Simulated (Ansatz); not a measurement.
Species: N2H4, net charge 0, singlet state. SMILES: NN
Structure (B3LYP-D3(BJ)/def2-TZVP (Ansatz, an electronic-structure program) minimum search):
```xyz
6

N     -0.0129     0.7139    -0.0827
N      0.0114    -0.7158    -0.0646
H      0.2269     1.1174     0.8176
H     -0.9512     1.0064    -0.3221
H     -0.2103    -1.0959     0.8505
H      0.9449    -1.0146    -0.3149
```
Charge 0, spin multiplicity 1.

Parts of the frozen-core correlation energy in cc-pVDZ (Ansatz, hartree). Frozen orbitals: 2; correlated occupied orbitals by spin: 7 and 7; virtual: 39 and 39. Spin-orbit coupling is left out. No relativistic terms.

```json
[
 {"term": "reference (HF)", "value": "-111.18620"},
 {"term": "MP2 opposite-spin", "value": "-0.26563"},
 {"term": "MP2 same-spin", "value": "-0.08414"},
 {"term": "CCSD correlation", "value": "-0.37475"},
 {"term": "(T)", "value": "-0.00867"},
 {"term": "CCSDT minus CCSD(T)", "value": "-0.00040"},
 {"term": "T1 diagnostic", "value": "0.006"},
 {"term": "largest doubles amplitude", "value": "0.045"}
]
```
